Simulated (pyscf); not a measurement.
Routes from H₃Si–AsH₂ (SMILES [SiH3][AsH2]) + H₂ (SMILES [H][H])

Candidate steps break at most two bonds and form at most two. Each was searched with GFN2-xTB (tblite) first. PySCF, gas phase, ωB97X-D3(BJ)/def2-SVP geometries. Energies: ωB97M-D3(BJ)/def2-TZVP, kJ/mol, from the separated reactants, singlet surface; ΔG‡ with ideal gas, 1 atm, RRHO with modes under 100 cm⁻¹ raised to 100, one conformer, R ln 2 for chiral ones without a mode under 150 cm⁻¹.

```json
[
 {"products": "AsH₃ + SiH₄", "type": "four-centre exchange", "ΔE‡": "275.4", "ΔE": "+3.2", "ΔG‡ 298 K": "311.2", "ΔG‡ 900 K": "385.7", "ν‡ (cm⁻¹)": "1617i"},
 {"products": "H₃Si–AsH₂ + H₂", "type": "four-centre exchange (H–Si, H–H broken, H–Si, H–H formed)", "ΔE‡": "286.0", "ΔE": "0.0", "ΔG‡ 298 K": "322.2", "ΔG‡ 900 K": "397.8", "ν‡ (cm⁻¹)": "1835i"},
 {"products": "H₃Si–AsH₂ + H₂", "type": "four-centre exchange (As–H, H–H broken, As–H, H–H formed)", "ΔE‡": "317.8", "ΔE": "0.0", "ΔG‡ 298 K": "345.1", "ΔG‡ 900 K": "416.2", "ν‡ (cm⁻¹)": "2187i"}
]
```

Plain bond fissions and candidates not yet searched are not listed, and one of them may be faster. Each barrier is that of the saddle found; lower ones may exist. Elements up to Kr have no core potential and no relativistic terms here.
